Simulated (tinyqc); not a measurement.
Worked calculation: extended Hueckel theory, for H3O+. The parameters take no account of the charge, which enters only through the electron count. One step of it, computed by the program tinyqc.

Question. Wolfsberg-Helmholz matrix. H_ij = K' S_ij (H_ii + H_jj)/2 for i != j (the diagonal keeps H_ii), with K' = 1.75.

overlap S:
```
           1O 2s     1O 2px     1O 2py     1O 2pz      2H 1s      3H 1s      4H 1s
1O 2s   1.000000   0.000000   0.000000   0.000000   0.473804   0.473351   0.473351
1O 2px  0.000000   1.000000   0.000000   0.000000   0.386830  -0.193369  -0.193369
1O 2py  0.000000   0.000000   1.000000   0.000000   0.000000   0.334776  -0.334776
1O 2pz  0.000000   0.000000   0.000000   1.000000  -0.102785  -0.102648  -0.102648
2H 1s   0.473804   0.386830   0.000000  -0.102785   1.000000   0.206897   0.206897
3H 1s   0.473351  -0.193369   0.334776  -0.102648   0.206897   1.000000   0.206787
4H 1s   0.473351  -0.193369  -0.334776  -0.102648   0.206897   0.206787   1.000000
```

diagonal H_ii (eV): 1O 2s -32.300000, 1O 2px -14.800000, 1O 2py -14.800000, 1O 2pz -14.800000, 2H 1s -13.600000, 3H 1s -13.600000, 4H 1s -13.600000

K = 1.750000

Give: H.

Answer.

H (eV):
```
           1O 2s    1O 2px    1O 2py    1O 2pz     2H 1s     3H 1s     4H 1s
1O 2s   -32.3000    0.0000    0.0000    0.0000  -19.0291  -19.0110  -19.0110
1O 2px    0.0000  -14.8000    0.0000    0.0000   -9.6127    4.8052    4.8052
1O 2py    0.0000    0.0000  -14.8000    0.0000    0.0000   -8.3192    8.3192
1O 2pz    0.0000    0.0000    0.0000  -14.8000    2.5542    2.5508    2.5508
2H 1s   -19.0291   -9.6127    0.0000    2.5542  -13.6000   -4.9242   -4.9242
3H 1s   -19.0110    4.8052   -8.3192    2.5508   -4.9242  -13.6000   -4.9215
4H 1s   -19.0110    4.8052    8.3192    2.5508   -4.9242   -4.9215  -13.6000
```
